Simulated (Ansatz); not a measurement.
Abridged output of a molecular run in Ansatz:

```
Functional definition: HF
2097 factors; integrals over basis functions are off by at most 1.6e-3 eV
mean field evaluation 1: about -8517.0315 eV, gradient 4.3e1 eV
mean field evaluation 2: about -8517.0402 eV, gradient 4.3e1 eV
mean field evaluation 4: about -8522.7190 eV, gradient 4.8e0 eV
mean field evaluation 8: about -8522.7933 eV, gradient 1.0e-4 eV
mean field -8522.79334077 eV, -313.2068783166 hartree, gradient 2.5e-6 eV, S^2 0.000000; 0 other end points of the search recorded, 0 dependent functions left out
8 core orbitals not correlated: weight in the atoms' cores, before any rotation towards them, 1.000 or more for the frozen orbitals, at most 0.000 for the correlated occupied ones
reference -8522.79334077 eV, -313.2068783166 hartree; 25, 25 occupied and 169, 169 virtual orbitals, 2097 factors
second order -31.96531441 eV of doubles, -0.00000000 eV of singles
cycle   1  -33.91712505 eV  change    -2.0e0 eV  update   1.1e-1
cycle   2  -34.78811102 eV  change   -8.7e-1 eV  update   3.1e-2
cycle   3  -34.89677066 eV  change   -1.1e-1 eV  update   9.8e-3
cycle   4  -34.90121109 eV  change   -4.4e-3 eV  update   2.6e-3
cycle   5  -34.90292222 eV  change   -1.7e-3 eV  update   6.9e-4
cycle   6  -34.90312924 eV  change   -2.1e-4 eV  update   1.8e-4
cycle   7  -34.90316272 eV  change   -3.3e-5 eV  update   4.5e-5
perturbative correction -1.07603360 eV, -0.0395435056 hartree
Total energy: -8558.77253710 eV, -314.5290893941 hartree
```

Its atoms:

Cartesian coordinates in Å:
```
C 0.846 1.953 0.632
C 1.366 0.604 0.154
C 2.628 0.803 -0.677
C 0.365 -0.218 -0.660
C -0.949 -0.702 -0.017
C -2.016 0.393 0.013
C -1.483 -1.843 -0.884
C -0.711 -1.230 1.395
H 0.065 1.856 1.386
H 0.438 2.533 -0.202
H 1.656 2.537 1.077
H 1.645 0.018 1.039
H 3.049 -0.152 -1.002
H 2.411 1.393 -1.574
H 3.396 1.335 -0.109
H 0.115 0.341 -1.572
H 0.903 -1.111 -1.001
H -2.202 0.780 -0.993
H -2.959 -0.009 0.393
H -1.738 1.234 0.647
H -1.626 -1.514 -1.918
H -2.446 -2.201 -0.510
H -0.789 -2.688 -0.895
H -1.628 -1.666 1.799
H 0.058 -2.008 1.401
H -0.393 -0.439 2.077
```

Problem. Which basis set was used?
A. def2-SVP
B. def2-TZVPP
C. def2-TZVPPD
D. cc-pV(Q+d)Z

Solution. A. It gives 202 functions.

Problem. Write the keys of the input that set method, charge and spin (a neutral closed shell needs none for the last two).

Solution. 
```yaml
correlation: {method: ccsd_t}
```
